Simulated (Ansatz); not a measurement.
Gas-phase electronic energies from Ansatz, PBE0-D4/def2-TZVP geometries. CCSD(T)/CBS is extrapolated from def2-TZVPP and def2-QZVPP, frozen cores. DFT in def2-TZVPP. HSE06 is defined as in plane-wave codes. Each species was taken in one conformer, which may not be the lowest.

`S[Si]Cl` + H–F → `F[Si]S` + HCl  (ligand exchange at the Si–Cl bond)

CCSD(T)/CBS gives -0.25 eV.

(1) Another level gave -0.26 eV. Which?
A. r2SCANh-D4/def2-TZVPP
B. CAM-B3LYP/def2-TZVPP
C. CCSD/def2-TZVPP
D. HSE06-D4/def2-TZVPP

(2) What do rigid-rotor, harmonic-oscillator terms from PBE0-D4/def2-TZVP frequencies (298.15 K, 1 bar) make of the CCSD(T)/CBS value? (An estimate is asked.)

Largest T1 diagnostic among the species: 0.015.

Results:

(1) A. r2SCANh-D4 -0.26, CAM-B3LYP -0.43, HSE06-D4 -0.19, CCSD/def2-TZVPP -0.34 eV.

(2) Ansatz gave: ΔZPE = -0.06 eV, ΔH = -0.32 eV, ΔS = 2 J/(mol·K), ΔG = -0.32 eV.

In def2-TZVPP, CCSD(T) changes the Hartree–Fock value by +0.10 eV (the triples alone add +0.03 eV) and MP2 by +0.17 eV. Leaving LDA and LC-ωPBE aside and taking each functional with its dispersion term where it has one, the values, not all of them listed here, spread over 0.22 eV, from CAM-B3LYP-D4 to revPBE-D4.
